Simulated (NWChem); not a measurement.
Molecule: SiH2, triplet; SMILES [SiH2]

```xyz
3

Si     0.0000     0.0000     0.0947
H      1.2873     0.0000    -0.6629
H     -1.2873     0.0000    -0.6629
```
Atoms are numbered in this order, from 1.

Computed with NWChem. Pople sets run with spherical d functions. Spin-unrestricted. In the optimisation the excess spin sits in a1 and b2 (C2v, its own frame). Coordinates come from a PBE0/def2-SVP, spin-unrestricted optimisation. No stability test was run on the SCF state.

Order these by “dipole (D)”, lowest first: PBE0/6-31G*; PBE0/STO-3G; PBE0/6-31+G*.

PBE0/6-31G* (0.01), PBE0/6-31+G* (0.07), PBE0/STO-3G (0.58)
